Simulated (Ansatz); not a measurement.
A nudged elastic band was laid between two geometries of CH₅OSi (8 atoms, charge -1, multiplicity 1).

The calculation used RKS PBE/def2-SVP (Ansatz 0.2.0).

```json
{
  "movable images": "7",
  "climbing image": "yes",
  "spring": "5.0 eV/Å²",
  "optimiser": "quadratic models (default)",
  "start path": "through a guess of the saddle point",
  "force threshold": "0.05 eV/Å",
  "iteration limit": "60",
  "end points": "relaxed"
}
```

Initial state:

```xyz
8
Properties=species:S:1:pos:R:3
C -0.557 0.786 -0.493
Si 0.980 -0.426 -0.177
O 0.188 -1.591 0.940
H -1.269 0.374 -1.247
H -0.207 1.770 -0.885
H -1.145 0.985 0.435
H 1.615 0.548 0.899
H 0.395 -2.446 0.527
```

Final state:

```xyz
8
Properties=species:S:1:pos:R:3
C -0.589 0.656 -0.434
Si 0.484 -0.675 0.488
O -0.248 -1.560 1.589
H -1.440 0.180 -0.971
H 0.009 1.228 -1.181
H -1.023 1.386 0.285
H 1.688 0.205 0.954
H 1.119 -1.419 -0.730
```

(1) What changes between the two ends?

(2) Give the energies along the band, and the barrier.

(3) What is the geometry of the highest image?

(4) What are the harmonic wavenumbers there?

The band took 11 iterations and of the order of 3 core-minutes.

Answers

(1) Bonds broken: O3–H8. Bonds formed: Si2–H8.

(2) The run converged. The highest image is number 3 of 0 to 8, 1.63 eV above the first end and 2.48 eV above the last; the last end lies 0.85 eV below the first. A vibrational analysis at the climbing image gives one clearly imaginary mode, 1339i cm⁻¹: a first-order saddle point. The orbitals stay closed-shell, which can raise the energy where a bond breaks towards radicals; this wasn't checked here. Limits of this set-up: an anion without diffuse functions.

| image | path coordinate (Å) | energy (eV) | O3–H8 (Å) | Si2–H8 (Å) |
| --- | --- | --- | --- | --- |
| 0 | 0.00 | 0.00 | 0.97 | 2.22 |
| 1 | 0.41 | 0.04 | 0.97 | 2.10 |
| 2 | 0.82 | 0.62 | 1.05 | 1.74 |
| 3 | 1.23 | 1.63 | 1.48 | 1.55 |
| 4 | 1.58 | 0.96 | 1.86 | 1.52 |
| 5 | 1.92 | -0.13 | 2.23 | 1.54 |
| 6 | 2.26 | -0.70 | 2.54 | 1.55 |
| 7 | 2.60 | -0.84 | 2.68 | 1.56 |
| 8 | 2.94 | -0.85 | 2.70 | 1.56 |

(3) 
```xyz
8
Properties=species:S:1:pos:R:3:forces:R:3
C -0.561 0.774 -0.486 -0.01 -0.02 0.00
Si 0.699 -0.556 0.185 0.00 0.04 -0.01
O -0.056 -1.702 1.183 0.00 -0.03 0.01
H -1.320 0.315 -1.157 0.01 0.01 0.00
H -0.064 1.604 -1.037 0.00 0.02 -0.01
H -1.117 1.216 0.377 -0.01 0.01 0.00
H 1.666 0.443 0.927 0.01 -0.01 -0.01
H 0.753 -2.093 0.009 0.00 -0.02 0.01
```

(4) 1339i, 165, 214, 371, 562, 600, 679, 759, 866, 885, 1144, 1363, 1382, 1747, 2061, 2897, 2992, 3024 cm⁻¹.

The run took 3.2 min on 1 thread of AMD EPYC (Zen 3), with other jobs on the host, peak memory 0.13 GiB.
